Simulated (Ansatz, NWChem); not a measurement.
## F2 (fluorine): the vertical ionisation energy from total energies

F2 has 2 atoms, charge 0, and is taken as a singlet. As SMILES, `FF`. The coordinates come from a PBE0-D4/def2-TZVP relaxation.

```xyz
2

F    -0.5839    0.2124   -0.2950
F     0.5839   -0.2124    0.2950
```

Both states at this one shape; open shells run unrestricted unless said. 1 Eh = 27.2114 eV.

```tsv
level	program	singlet F2 (Eh)	doublet [F2]+ (Eh)
BLYP/STO-3G	Ansatz	-196.618001	-196.229277
PBE0/def2-SVP	NWChem	-199.155661	-198.577103
```

Task: Work out the vertical ionisation energy at each level.

Result: 
1. BLYP/STO-3G: -196.229277 − (-196.618001) = 0.388724 Eh = 10.58 eV; against experiment -5.12 eV.
2. PBE0/def2-SVP: -198.577103 − (-199.155661) = 0.578558 Eh = 15.74 eV; against experiment +0.04 eV.

The measured vertical value is 15.70 eV (NIST CCCBDB; in doubt: it may belong to another isomer, state or phase). Minimal sets are far from the basis-set limit.
